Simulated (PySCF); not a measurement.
```xyz
9

C      1.3610     0.1397    -0.1565
S     -0.0126    -0.7366    -0.9281
C     -1.3615    -0.1662     0.1231
H      1.4955    -0.1629     0.8937
H      1.2255     1.2313    -0.2091
H      2.2689    -0.1269    -0.7158
H     -2.2819    -0.6382    -0.2483
H     -1.4824     0.9270     0.0691
H     -1.2125    -0.4672     1.1719
```

Charge 0, multiplicity 1.

### Question
Give the Mulliken and meta-Löwdin atomic charges from PySCF with PBE0-D3(BJ)/def2-TZVP // PBE0-D3(BJ)/def2-SVP.

### Answer

```
atom  Mulliken (e)  meta-Löwdin (e)
----  ------------  ---------------
C1           -0.38            -0.41
S2           -0.09             0.06
C3           -0.38            -0.41
H4            0.14             0.12
H5            0.14             0.12
H6            0.15             0.14
H7            0.15             0.14
H8            0.14             0.12
H9            0.14             0.12
```
